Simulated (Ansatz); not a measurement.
A calculation on bcc Ta returned lattice constant a 3.285 Å, bulk modulus 206 GPa.

For reference: lattice constant a 3.299 Å (measured, static lattice: zero-point anharmonic expansion removed; as tabulated in Mejia-Rodriguez and Trickey (2018), arXiv:1807.09216); bulk modulus 198 GPa (measured, corrected for temperature and zero-point phonon effects, our sources range from 194 to 203; as tabulated in Levämäki et al. (2014), arXiv:1402.3671).

Problem. Which level of theory produced these numbers?
A) r²SCAN0 (Ansatz (a quantum-chemistry and plane-wave program))
B) B3LYP (VWN-RPA form) (Ansatz)
C) RPBE (Ansatz)
D) PBE-D3(BJ) (Ansatz)

Solution. D, PBE-D3(BJ) (Ansatz)

The others give: B3LYP (VWN-RPA form) 3.332 Å, 203 GPa; r²SCAN0 3.306 Å, 195 GPa; RPBE 3.339 Å, 186 GPa.

Unless a cell is named, each level is at its own relaxed cell (B3LYP (VWN-RPA form) 18.49, PBE-D3(BJ) 17.73, r²SCAN0 18.07, RPBE 18.61 Å³/atom).

Ansatz's density-functional and Hartree–Fock values are scalar-relativistic unless marked +SOC, with PAW data made under PBE.
